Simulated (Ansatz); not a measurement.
System: rock-salt MgS. Method: PBE-D4 (PAW; Ansatz, a quantum-chemistry and plane-wave program).

Settings: plane-wave cutoff 500 eV, 10×10×10 k mesh, gaussian smearing 0.02 eV, scalar-relativistic PAW data made under PBE.

Cell (relaxed at this level):

```cif
data_MgS
_chemical_formula_sum 'Mg1 S1'
_space_group_name_H-M_alt 'P 1'
_space_group_IT_number 1
_cell_length_a 3.65657
_cell_length_b 3.65657
_cell_length_c 3.65657
_cell_angle_alpha 60.000
_cell_angle_beta 60.000
_cell_angle_gamma 60.000
loop_
_space_group_symop_operation_xyz
  'x, y, z'
loop_
_atom_site_label
_atom_site_type_symbol
_atom_site_fract_x
_atom_site_fract_y
_atom_site_fract_z
_atom_site_occupancy
Mg1 Mg 0.00000 0.00000 0.00000 1
S1 S 0.50000 0.50000 0.50000 1
```

Predict the band gap.


band gap: 2.83 eV (on the SCF k mesh)

Cost on a shared machine: very roughly 12 core-seconds.
